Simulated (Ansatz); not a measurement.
SiP⁺, quintet in cc-pVTZ: errors against UCCSDT(Q)

Geometry: that of the SiP⁺, triplet, kept fixed. The triplet lies 1.9 eV lower here.

```xyz
2

Si    0.0000    0.0000    0.0000
P     0.0000    0.0000    2.2166
```

Basis cc-pVTZ; Ansatz 0.2.0. Correlated methods freeze the noble-gas cores, which leaves 8 electrons in 58 orbitals. Prefix R: restricted or restricted open-shell reference; prefix U: unrestricted. Active spaces: valence = (8e, 8o) chosen from the atoms' valence shells.

Full CI isn't at hand for all of this; UCCSDT(Q) serves as the reference, and is uncertain by about the last step of the cluster series. The frozen core follows each run's orbitals, which can shift R against U totals by a few meV.

For open shells CISD is restricted-active-space CI with the open shells as a complete middle space.

The UHF ⟨S²⟩ is 6.021, the T1 diagnostic (RCCSD) is 0.0249 and the largest doubles amplitude (RCCSD) is 0.078. The T1 diagnostic (UCCSD) is 0.0260.

| level | E − E(RHF) (eV) |
| --- | --- |
| UHF | -0.1745 |
| RMP2 | -4.1528 |
| UMP2 | -4.0980 |
| RCCSD | -4.9418 |
| UCCSD | -4.9489 |
| RCCSD(T) | -5.1937 |
| UCCSD(T) | -5.1952 |

**Question.** Estimate how far UCCSDT(Q) in cc-pVTZ lies from RCCSD(T). The table doesn't fix it; the size of (T) and the diagnostics are the guide.

**Answer.** UCCSDT(Q) in cc-pVTZ lies 2.30 mEh below RCCSD(T), which is 25 % of the (T) step (-9.26 mEh). The diagnostics are small and the rest is a small part of (T), but (T) is large here. The miss exceeds 1 kcal/mol.

The other levels:

| level | E − E(UCCSDT(Q)) (mEh) | share of correlation (%) | wall time |
| --- | --- | --- | --- |
| CISD | 17.51 | 90.94 | 7.5 s |
| BCCD(T) | 2.32 | 98.80 | 2.3 s |
| RCCSDT | 0.66 | 99.66 | – |
| UCCSDT | 0.54 | 99.72 | – |
| RCCSDT(Q) | 0.12 | 99.94 | 36 s |
| CASSCF (valence space) | 153.25 | 20.67 | – |
| NEVPT2 (valence space) | 35.42 | 81.66 | 2.5 s |
| MRCISD (valence space) | 14.01 | 92.75 | – |
| MRCISD+Q (valence space) | 1.35 | 99.30 | 3.7 s |
| MRCISD+Q(relaxed) (valence space) | 0.01 | 100.00 | 4.2 s |

The correlation energy at UCCSDT(Q), counted from RHF, is -5.256 eV. That run took 35 s on 1 thread of Arm Neoverse V2, shared host.

Times hold each run's SCF and search for its determinant on a shared host, so for small cases they say little of a method's own cost; they ran on 1 thread of Arm Neoverse V2.

Natural occupations of CASSCF (valence space) about the gap: 1.985 1.945 1.009 1.002 0.999 0.988 0.038 0.034; effectively unpaired electrons, Σ n²(2−n)², 4.02.
